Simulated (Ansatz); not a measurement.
## Ansatz (development build ahead of 0.2.0) run

```yaml
crystal:
  periodic: [false, false, false]
  atoms:
    - { symbol: Li, position_ang: [0.0, 0.0, -0.3675] }
    - { symbol: H, position_ang: [0.0, 0.0, 1.10251] }
basis:
  gaussian: { orbitals: cc-pVDZ }
hamiltonian:
  xc: hf
correlation:
  method: mp2
  frozen_orbitals: { H: 0, Li: 0 }
```

The input is written out in the form of the current development build from the run's settings.

The run gave:

```json
{
  "Converged": "yes",
  "Reference energy": "-7.98073 hartree",
  "Correlation energy": "-0.02314 hartree",
  "Total energy": "-8.00386 hartree",
  "Spin squared of the determinant": "0.000"
}
```
